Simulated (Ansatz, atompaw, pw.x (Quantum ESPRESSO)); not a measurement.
**What a changed setting does to a pw.x run (bcc Ta)**

Potential: PAW, atompaw 4.2.0.5, PBE; core [Kr] 4d10 4f14, reference 5s2 5p6 5d3 6s2 6p0; waves: 5s (bound): rc 1.65 bohr; 6s (bound): rc 2.30 bohr; 5p (bound): rc 2.10 bohr; 6p (bound, empty): rc 2.30 bohr; 5d (bound): rc 2.30 bohr; 5d channel at 4.3 Ry: rc 2.30 bohr; local part: bessel scheme, radius 1.90 bohr; core correction: smooth core density matched at 2.00 bohr; augmentation: besselshape compensation charge, radius 2.05 bohr; PAW radius 2.30 bohr; waves and projectors: custom rrkj vanderbiltortho.

The reference run (k-mesh 14³, cutoffs 50/500 Ry, Fermi–Dirac 0.01 Ry, mixing_beta 0.4, conv_thr 1e-9, no spin) gives 0.64 GPa at 18.192 Å³/atom, where all-electron LAPW gives 1.22 GPa. This run, with its own iteration cap, changes k-mesh shift to 1.

```
&control
  calculation='scf', prefix='x', pseudo_dir='./', outdir='./tmp', tstress=.true., disk_io='none'
/
&system
  ibrav=0, nat=1, ntyp=1, ecutwfc=50, ecutrho=500, nbnd=14,
  occupations='smearing', smearing='fd', degauss=0.01
/
&electrons
  conv_thr=1e-09, mixing_beta=0.4, electron_maxstep=50
/
ATOMIC_SPECIES
Ta 1.0 Ta.UPF
CELL_PARAMETERS angstrom
  -1.65681297 1.65681297 1.65681297
  1.65681297 -1.65681297 1.65681297
  1.65681297 1.65681297 -1.65681297
ATOMIC_POSITIONS crystal
Ta 0.0000 0.0000 0.0000
K_POINTS automatic
14 14 14 1 1 1
```

```bash
pw.x < Ta.scf.in > Ta.scf.out
```

How does the run end?

It converges in 9 iterations; the free energy moves by +2.0 meV/atom and the pressure by +0.15 GPa.

```
Message from routine setup:
     using ibrav=0 with symmetry is DISCOURAGED, use correct ibrav instead
     lattice parameter (alat)  =       5.4229  a.u.
     unit-cell volume          =     122.7657 (a.u.)^3
     number of electrons       =        13.00
     number of Kohn-Sham states=           14
     kinetic-energy cutoff     =      50.0000  Ry
     charge density cutoff     =     500.0000  Ry
     scf convergence threshold =      1.0E-09
     Exchange-correlation= SLA PW PBX PBC
     number of k points=   100  Fermi-Dirac smearing, width (Ry)=  0.0100
     iteration #  1     ecut=    50.00 Ry     beta= 0.40
     total energy              =    -727.13817337 Ry
     estimated scf accuracy    <       0.02536736 Ry
     iteration #  2     ecut=    50.00 Ry     beta= 0.40
     total energy              =    -727.13937722 Ry
     estimated scf accuracy    <       0.00500410 Ry
     iteration #  3     ecut=    50.00 Ry     beta= 0.40
     total energy              =    -727.14032818 Ry
     estimated scf accuracy    <       0.00054662 Ry
     [... 3 iterations left out ...]
     iteration #  7     ecut=    50.00 Ry     beta= 0.40
     total energy              =    -727.14037248 Ry
     estimated scf accuracy    <          3.5E-09 Ry
     iteration #  8     ecut=    50.00 Ry     beta= 0.40
     total energy              =    -727.14037248 Ry
     estimated scf accuracy    <          1.5E-09 Ry
     iteration #  9     ecut=    50.00 Ry     beta= 0.40
     the Fermi energy is    17.8047 ev
!    total energy              =    -727.14037248 Ry
     estimated scf accuracy    <          4.4E-11 Ry
     smearing contrib. (-TS)   =      -0.00606881 Ry
     The total energy is F=E-TS. E is the sum of the following terms:
     one-electron contribution =     -12.20294264 Ry
     hartree contribution      =      17.19347404 Ry
     xc contribution           =     -15.04697073 Ry
     ewald contribution        =     -98.21872040 Ry
     one-center paw contrib.   =    -618.85914394 Ry
     convergence has been achieved in   9 iterations
          total   stress  (Ry/bohr**3)                   (kbar)     P=        7.91
     Message from routine punch:
     Nothing written, as per user request (disk_io='none')
```

The run took about 11 s on one core of a shared host (Intel(R) Xeon(R) 6975P-C, 192 threads, 378 GiB, load 40).
